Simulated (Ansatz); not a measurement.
bcc Rb was calculated with LDA (plane waves, PAW; Ansatz, an electronic-structure program).

Numerical settings: plane-wave cutoff 520 eV, 16×16×16 k mesh, Fermi–Dirac smearing 0.07 eV (set by the program), scalar-relativistic PAW data made under PBE.

Cell (relaxed at this level):

```yaml
crystal:
  lattice:
    - [-2.68827, 2.68827, 2.68827]
    - [2.68827, -2.68827, 2.68827]
    - [2.68827, 2.68827, -2.68827]
  atoms:
    - { symbol: Rb, position: [0.00000, 0.00000, 0.00000] }
```

**Question.** Predict the Poisson ratio, Voigt–Reuss–Hill bulk modulus, elastic constant C11, elastic constant C44, Young modulus and elastic constant C12.

**Answer.** 
Poisson ratio: 0.368
Voigt–Reuss–Hill bulk modulus: 3.56 GPa
elastic constant C11: 3.90 GPa
elastic constant C44: 2.34 GPa
Young modulus: 2.8 GPa
elastic constant C12: 3.38 GPa

Measured, for comparison: elastic constant C11 3.41 GPa, elastic constant C44 2.21 GPa, elastic constant C12 2.87 GPa (temperature not stated, no zero-point or thermal correction; as tabulated in arXiv:1601.06701). Computed (rounded) less measured: elastic constant C11 +14 %, elastic constant C44 +6 %, elastic constant C12 +18 %. A static lattice is as a rule a little smaller and stiffer than an uncorrected measurement, which narrows the difference in the elastic constant C44 and would widen misses of the other sign.

Elastic constants are with the ions relaxed.

The computed numbers hold no vibrational or temperature effects.
